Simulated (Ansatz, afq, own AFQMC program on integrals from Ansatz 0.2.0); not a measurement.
AFQMC on a folder of integrals that Ansatz 0.2.0 wrote.

```yaml
crystal:
  periodic: [false, false, false]
  atoms:
    - {symbol: C, position_ang: [0.000000, 0.000000, 0.000000]}
    - {symbol: H, position_ang: [0.802003, 0.804524, 0.803517]}
    - {symbol: H, position_ang: [-0.806529, -0.800336, 0.803169]}
    - {symbol: H, position_ang: [-0.800161, 0.802167, -0.807699]}
    - {symbol: H, position_ang: [0.804687, -0.806354, -0.798986]}
basis:
  gaussian: {orbitals: 6-31G}
magnetization: {spin_polarized: false}
correlation: {method: ccsd_t, electrons: outside_noble_gas, hamiltonian_folder: ham}
```

```sh
$ ansatz run in.yaml --threads 1 --pin off --events-out ev --progress --plain --max-ram 24576MiB --backend cuda --devices 0, --max-vram 18GiB
```

Options of the walk:

```
--method phaseless --trial cisd --walkers 4000 --populations 20 --least-time 60 --time-step 0.005 --steps-per-block 50 --equilibration-blocks 40 --max-blocks 4000 --target-error 0.00034 --factor-cut 1e-05 --seed 8609 --release-times 0.24,0.51,0.99,1.62,2.4 --release-step 0.03 --release-every 3 --taylor-order 6
```

Times are imaginary, in 1/Eh. The walk had a cap of 122 s. With eight or more populations the least sampling time is a fifth of least-time, and the error comes from their spread.

Output of the walk:

```
orbitals 16  electrons 4 4  factors 105 of 255
reference energy -40.02254787 Eh
CCSD correlation -0.15066769 Eh in 8 cycles, weight of the determinant in the CISD state 0.9016
energy of the start -40.173213 Eh
 block  time / (1/Eh)  mean weight  energy / Eh
     1     0.250  1.0000  -40.171572
     2     0.500  0.9998  -40.172189
     3     0.750  0.9998  -40.173343
     4     1.000  1.0001  -40.174651
     5     1.250  1.0000  -40.175924
     8     2.000  1.0001  -40.176003
    11     2.750  1.0000  -40.177183
    17     4.250  1.0000  -40.176890
    23     5.750  1.0001  -40.178212
    29     7.250  0.9999  -40.177628
    35     8.750  1.0000  -40.177004
    41    10.250  1.0002  -40.178510
    43    10.750  1.0000  -40.175944
    47    11.750  1.0000  -40.177898
    53    13.250  1.0001  -40.177139
    59    14.750  1.0000  -40.177942
    65    16.250  1.0001  -40.177055
    71    17.750  1.0000  -40.177501
    77    19.250  0.9999  -40.176967
    83    20.750  1.0001  -40.176492
    89    22.250  1.0001  -40.177062
error from the spread of 20 populations
released: time / (1/Eh)  energy / Eh  error  mean overlap
  0.24  -40.177272  0.000127  0.9999
  0.51  -40.177338  0.000084  1.0012
  0.99  -40.177508  0.000079  1.0011
  1.62  -40.177538  0.000094  1.0004
  2.40  -40.177599  0.000088  0.9982
energy -40.177119 +/- 0.000116 Eh
(rows thinned)
```

The run passed its tests (sampling time, drift between the halves within three errors, error under three times the target), which doesn't prove that it has relaxed.

Against this walk (error 3.2 meV) on the same determinant: CCSD(T) 3.2 meV higher (within the noise), CCSDT(Q) 10.8 meV lower, CCSDTQ 10.6 meV lower, full CI 11.3 meV lower. The error is statistical and leaves out the bias of the constraint. The released energies are still falling (meV from the phaseless value at times in 1/Eh: -4 ± 3 at 0.24, -5.9 ± 2.3 at 0.51, -10.6 ± 2.2 at 0.99, -11 ± 3 at 1.62, -13.0 ± 2.4 at 2.40), so they give no level; they do show a bias of the constraint, and the last of them that isn't too noisy lies 2 meV below full CI. Full CI is exact here, so the walk's 11 meV above it is the walk's own error: the bias of the constraint with this trial.

Cautions: constraint bias not in the error.

The walk took 13 s on 1 × NVIDIA H100 80GB HBM3 with 2 threads of AMD EPYC 7R13 Processor (Zen 3), on a shared host (the card was shared). The log's last line is the phaseless energy.

CCSDT and higher add their correlation energy to the determinant of the CCSD(T) run, since their own runs factorise the integrals more tightly (a shift of under 2 meV). A walk keeps the symmetry of its determinant, which the program's search chose and which needn't be the lowest solution, so a lower state of the same spin and another symmetry isn't excluded.
